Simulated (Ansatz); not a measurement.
**triplet SiC: levels of theory in one basis**

```xyz
2

Si    0.0000    0.0000    0.0000
C     0.0000    0.0000    1.7180
```

Basis set: def2-SVP (spherical functions). Frozen core: 6 orbitals. Correlation on ROHF uses semicanonical orbitals with singles. Charge 0, multiplicity 3.

Computed with Ansatz (development build ahead of 0.2.0); each method stands on the lowest determinant of its kind that the runs found.

```
      method  E − E(ROHF) (eV)  <S²> of the determinant
        ROHF              0.00                     2.00
         UHF             -0.61                     2.53
     UHF-MP2             -4.05                     2.53
ROHF-CCSD(T)             -5.55                        –
 UHF-CCSD(T)             -5.51                     2.53
```

Problem. What does ROHF-MP2 give on the same scale?

Solution. -4.39 eV.

Problem. Is a single determinant a sound starting point here?

Solution. It is doubtful. Unrestricted orbitals lower Hartree–Fock by 0.61 eV and <S²> is 2.53 where a pure state has 2.00, a sign of strong static correlation.

Caution for ROHF, ROHF-MP2, ROHF-CCSD(T): an unrestricted determinant lies well below. Caution for UHF, UHF-MP2, UHF-CCSD(T): the unrestricted determinant is spin contaminated.
